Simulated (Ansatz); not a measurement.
How methods fare on bond dissociation energies

Ansatz 0.2.0, basis 6-31G; geometries are PBE0/def2-TZVP minima. Wave-function levels freeze the cores; HF, MP2 and coupled cluster are restricted for singlets and unrestricted otherwise, atoms included (their steps beyond CCSDT(Q) come from restricted open-shell runs). NEVPT2 and MRCISD+Q stand on CASSCF in the full valence space, and MRCISD+Q is size-consistent only roughly. The reference is full CI, exact within the basis. An error is the level's value less the reference. None of these values is a measured one. Energies are electronic, without zero-point terms. The set is small: it underbinds, by tens of kJ/mol for each bond, so near ties and functionals' places can change in larger sets. No spin–orbit coupling and no scalar relativity. The species are chosen: bound, without strong static correlation by their natural occupations or amplitudes, in their lowest spin state as far as vertical gaps and like structures tell, and with a ladder that closes on the reference, so errors are smaller than for species at large; levels whose determinant breaks symmetry or spin markedly are left out.

```json
{"species": "B–AlH2, triplet (B–Al 2.079, Al–H 1.585, angles at Al 117/126°)", "quantity": "Al–H bond energy, to HAlB (quartet) + H", "reference": "full CI", "value (kcal/mol)": "57.1", "error HF": "-2.3", "error MP2": "-2.9", "error CCSD": "0.3", "error CCSD(T)": "0.0", "error CCSDT": "0.1", "error NEVPT2": "-0.4", "error MRCISD+Q": "-0.1"}
{"species": "HB–AlH, triplet Σ⁻ (B–Al 1.909, B–H 1.183, Al–H 1.571, angles at Al 180°, angles at B 180°)", "quantity": "Al–H bond energy, to HBAl (quartet) + H", "reference": "full CI", "value (kcal/mol)": "57.1", "error HF": "-7.5", "error MP2": "-2.1", "error CCSD": "0.1", "error CCSD(T)": "0.0", "error CCSDT": "0.0", "error NEVPT2": "-0.5", "error MRCISD+Q": "0.0"}
{"species": "B–NH2, singlet (B–N 1.371, N–H 1.011, angles at N 115/123°)", "quantity": "N–H bond energy, to HNB (doublet) + H", "reference": "full CI", "value (kcal/mol)": "60.6", "error HF": "-5.3", "error MP2": "-5.3", "error CCSD": "1.3", "error CCSD(T)": "0.3", "error CCSDT": "-0.1", "error NEVPT2": "-2.7", "error MRCISD+Q": "-0.7"}
{"species": "HB–NH, singlet (B–N 1.233, B–H 1.172, N–H 0.991, angles at N 180°, angles at B 180°)", "quantity": "N–H bond energy, to HBN (doublet) + H", "reference": "full CI", "value (kcal/mol)": "127.4", "error HF": "-19.0", "error MP2": "4.5", "error CCSD": "-0.7", "error CCSD(T)": "0.3", "error CCSDT": "0.1", "error NEVPT2": "0.4", "error MRCISD+Q": "-0.4"}
{"species": "CH4, singlet (C–H 1.090, angles at C 109°)", "quantity": "C–H bond energy, to CH3 (doublet) + H", "reference": "full CI", "value (kcal/mol)": "100.6", "error HF": "-15.5", "error MP2": "-1.0", "error CCSD": "-0.3", "error CCSD(T)": "0.0", "error CCSDT": "0.0", "error NEVPT2": "-0.3", "error MRCISD+Q": "0.1"}
{"species": "NH4⁺, singlet (N–H 1.024, angles at N 109°)", "quantity": "N–H bond energy, to NH3⁺ (doublet) + H", "reference": "full CI", "value (kcal/mol)": "118.6", "error HF": "-18.8", "error MP2": "0.5", "error CCSD": "-0.4", "error CCSD(T)": "-0.1", "error CCSDT": "-0.1", "error NEVPT2": "0.0", "error MRCISD+Q": "0.1"}
{"species": "HBO, singlet (B–O 1.198, B–H 1.173, angle at B 180°)", "quantity": "B–H bond energy, to BO (doublet) + H", "reference": "full CI", "value (kcal/mol)": "103.6", "error HF": "-12.1", "error MP2": "0.7", "error CCSD": "0.2", "error CCSD(T)": "0.4", "error CCSDT": "0.0", "error NEVPT2": "-0.2", "error MRCISD+Q": "0.2"}
```

```csv
level,mean absolute error (kcal/mol),mean signed error,largest error
CCSDT,0.1,0.0,0.1 (B–AlH2)
CCSD(T),0.2,0.1,0.4 (HBO)
MRCISD+Q,0.2,-0.1,-0.7 (B–NH2)
CCSD,0.5,0.1,1.3 (B–NH2)
NEVPT2,0.6,-0.5,-2.7 (B–NH2)
MP2,2.4,-0.8,-5.3 (B–NH2)
HF,11.5,-11.5,-19.0 (HB–NH)
```

Errors of one sign throughout: HF (too low).
